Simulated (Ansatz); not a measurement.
A nudged elastic band was laid between two geometries of CH6AlN + H (10 atoms, charge 0, multiplicity 2).

Level of theory: UKS B3LYP/6-31G* (Ansatz).

```yaml
movable_images: 9
climbing_image: yes
spring: 5.0 eV/Å²
optimiser: quadratic models (default)
start_path: through a guess of the saddle point
force_threshold: 0.05 eV/Å
iteration_limit: 45
end_points: relaxed
```

First end point:

```xyz
10
Properties=species:S:1:pos:R:3
Al 0.014 -0.046 -0.134
H -0.064 -0.246 1.444
C 1.698 0.069 -1.139
H 2.262 -0.872 -1.070
H 1.547 0.283 -2.204
H 2.351 0.853 -0.732
N -1.555 0.067 -0.977
H -2.455 0.015 -0.515
H -1.682 0.193 -1.974
H -0.233 -0.316 3.974
```

Last end point:

```xyz
10
Properties=species:S:1:pos:R:3
Al -0.164 -0.757 -0.617
H 0.136 -0.184 3.056
C 1.607 -0.015 -1.138
H 2.217 -0.776 -1.640
H 1.489 0.837 -1.821
H 2.168 0.323 -0.259
N -1.628 -0.038 -1.366
H -2.578 -0.334 -1.179
H -1.626 0.728 -2.033
H 0.260 0.216 3.671
```

(1) What changes between the two ends?

(2) What energy profile does the band end with?

(3) What is the geometry of the highest image?

(4) What are the harmonic wavenumbers there?

The band took 14 iterations and roughly 9 core-minutes.

## Answers

(1) Bonds broken: Al1–H2. Bonds formed: H2–H10. CH6AlN + H becomes CH5AlN + H2.

(2) It converged. The highest image is number 2 of 0 to 10, 0.013 eV above the first end and 0.943 eV above the last; the last end lies 0.930 eV below the first. A vibrational analysis at the climbing image gives one clearly imaginary mode, 326i cm⁻¹: a first-order saddle point.

```
image  path coordinate (Å)  energy (eV)  Al1–H2 (Å)  H2–H10 (Å)
    0                 0.00        0.000        1.59        2.54
    1                 0.46        0.003        1.60        2.08
    2                 0.92        0.013        1.63        1.57
    3                 1.44       -0.521        2.10        0.85
    4                 1.97       -0.799        2.57        0.76
    5                 2.49       -0.888        2.96        0.75
    6                 3.02       -0.920        3.30        0.75
    7                 3.55       -0.928        3.54        0.74
    8                 4.08       -0.929        3.63        0.74
    9                 4.60       -0.929        3.66        0.74
   10                 5.13       -0.930        3.73        0.74
```

(3) 
```xyz
10
Properties=species:S:1:pos:R:3
Al 0.021 -0.022 -0.047
H -0.055 -0.179 1.573
C 1.702 0.070 -1.059
H 2.221 -0.898 -1.047
H 1.546 0.346 -2.109
H 2.393 0.802 -0.621
N -1.558 0.053 -0.873
H -2.452 -0.001 -0.399
H -1.697 0.152 -1.871
H -0.240 -0.323 3.127
```

(4) 326i, 62, 107, 131, 183, 352, 432, 550, 558, 593, 709, 749, 768, 845, 1276, 1488, 1492, 1546, 1612, 3034, 3101, 3115, 3563, 3653 cm⁻¹.

Run time: 8.6 min on 1 thread of Intel(R) Xeon(R) Platinum 8375C CPU @ 2.90GHz (Ice Lake) (shared host), peak memory 0.17 GiB.
